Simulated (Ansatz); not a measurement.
Lattice parameter a (Å) of solids drawn from the class of oxides, at two levels: PBE (Ansatz, a first-principles code, plane waves, PAW), and PBE-D3(BJ) (Ansatz, PAW).

| solid | PBE | PBE-D3(BJ) |
|---|---|---|
| rock-salt SrO | 5.195 | 5.149 |
| cubic perovskite BaHfO₃ | 4.206 | 4.184 |
| cuprite Ag₂O | 4.812 | 4.754 |
| rock-salt CdO | 4.768 | 4.726 |
| rock-salt BaO | 5.574 | ? |
| cubic perovskite BaZrO₃ | 4.227 | 4.203 |
| rock-salt MgO | 4.254 | 4.208 |
| cubic perovskite KTaO₃ | 4.025 | ? |
| rock-salt CaO | 4.831 | 4.783 |

Question: Estimate the withheld PBE-D3(BJ) values from the other rows.

Answer: One way: carry over the typical ratio. The ratios PBE-D3(BJ) / PBE of the other rows, in order: 0.9879, 0.9892, 0.9901, 0.9911, 0.9912, 0.9943, 0.9948; median 0.9911. Rock-salt BaO: 5.574 × 0.9911 = 5.524 Å; the run gives 5.529 Å. Cubic perovskite KTaO₃: 4.025 × 0.9911 = 3.989 Å; the run gives 4.004 Å. The ratios spread from 0.9879 to 0.9948, so such an estimate is rough.

Of 9 rows, PBE-D3(BJ) is the larger in 0 and the smaller in 9.

Ansatz's runs of these crystals have no spin polarisation.

Spin–orbit coupling is left out, also for the solids with elements from indium on (cubic perovskite BaHfO3, rock-salt BaO, cubic perovskite BaZrO3, cubic perovskite KTaO3); its size isn't shown.

Caveats: the gap of the solid is closed in this run (cuprite Ag2O, rock-salt CdO). Ansatz's density-functional and Hartree–Fock values are scalar-relativistic unless marked +SOC, with PAW data made under PBE.
